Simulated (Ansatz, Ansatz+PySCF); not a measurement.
```yaml
atoms:
  - { symbol: O, position_ang: [0.0000, -0.0067, -1.5332] }
  - { symbol: H, position_ang: [0.0000, 0.0101, -0.5100] }
```

Basis set: cc-pVTZ (spherical functions). Left uncorrelated: 1 orbital. Correlation on ROHF uses semicanonical orbitals with singles. Charge 0, multiplicity 2.

Computed with Ansatz (development build ahead of 0.2.0); each method stands on the lowest determinant of its kind that the runs found.

**Question.** Give the atomization energy at this shape (free ground-state atoms in the same class of orbitals less the molecule, no zero-point energy) of doublet OH by UHF-CCSD(T), ROHF-MP2.

**Answer.**

```tsv
method	atomization energy
UHF-CCSD(T)	4.40 eV
ROHF-MP2	4.40 eV
```
